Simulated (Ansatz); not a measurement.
# The cluster Al2Ga: geometry, orbitals and charge

What does the cluster Al2Ga look like as a doublet, and where do its frontier electrons sit?

The runs use Ansatz 0.2.0, Gaussian basis; UKS PBE0-D4/def2-TZVP.

Plan: relaxation at B3LYP-D4/def2-TZVP; a single point at PBE0-D4/def2-TZVP.

### Step 1. Starting geometry

3 atoms, charge 0, spin multiplicity 2.

Atoms are counted from 1 here; the program's logs count them from 0.

Bond lengths: Al1–Al2 2.568 Å, Al1–Ga3 2.469 Å, Al2–Ga3 2.463 Å. Angles: Al2–Al1–Ga3 58.5°, Al1–Al2–Ga3 58.7°, Al1–Ga3–Al2 62.7°.

As a file:

```xyz
3

Al    1.1786   -0.8702   -0.0143
Al   -0.8393    0.1724    1.1843
Ga   -0.3393    0.6978   -1.1699
```

The start is a GFN1-xTB geometry.

### Step 2. Relaxation at B3LYP-D4/def2-TZVP

in.yaml

```yaml
crystal:
  periodic: [false, false, false]
  atoms:
    - {symbol: Al, position_ang: [1.178620, -0.870170, -0.014340]}
    - {symbol: Al, position_ang: [-0.839310, 0.172350, 1.184260]}
    - {symbol: Ga, position_ang: [-0.339310, 0.697830, -1.169920]}
basis:
  gaussian: {orbitals: def2-TZVP}
magnetization: {spin_polarized: true, initial_magnetization: 1}
hamiltonian: {xc: {name: B3LYP}, dispersion: d4}
scf: {lower_state_search: "off"}
output: {orbitals: {seedname: orbitals}}
relax: {f_tol: 0.02, max_steps: 100}
```

The run is started by

```bash
$ ansatz run in.yaml --threads 2 --pin off --events-out ev --progress --plain --max-ram 4352MiB
```

Further steps of the session: Single point, PBE0-D4/def2-TZVP.

Q: Predict the results of all the runs planned. Wanted: point group; commonest bond; HOMO, LUMO at PBE0-D4/def2-TZVP; ⟨S²⟩; dipole at B3LYP-D4/def2-TZVP.

**Answer**, as computed:

```
                                         quantity                            value
                                      point group                              C2v
                                   commonest bond  Al–Ga, 2 of mean length 2.520 Å
HOMO, LUMO at PBE0-D4/def2-TZVP (over both spins)                  -4.87, -3.02 eV
                                             ⟨S²⟩                            0.790
                     dipole at B3LYP-D4/def2-TZVP                           0.35 D
```

What this shows: The molecule keeps its bonding pattern by the stored test; the atoms moved 0.03 Å (rms). No usable vibrations, so a minimum isn't proven. The alpha HOMO lies nearest to Ga3 34 %; Al1, Al2 about 33 % each and the alpha LUMO to Ga3 45 %; Al1, Al2 about 28 % each (shares on a coarse grid); over both spins the HOMO of beta spin, not drawn, take the frontier's place. Whether this spin is the lowest isn't tested here.
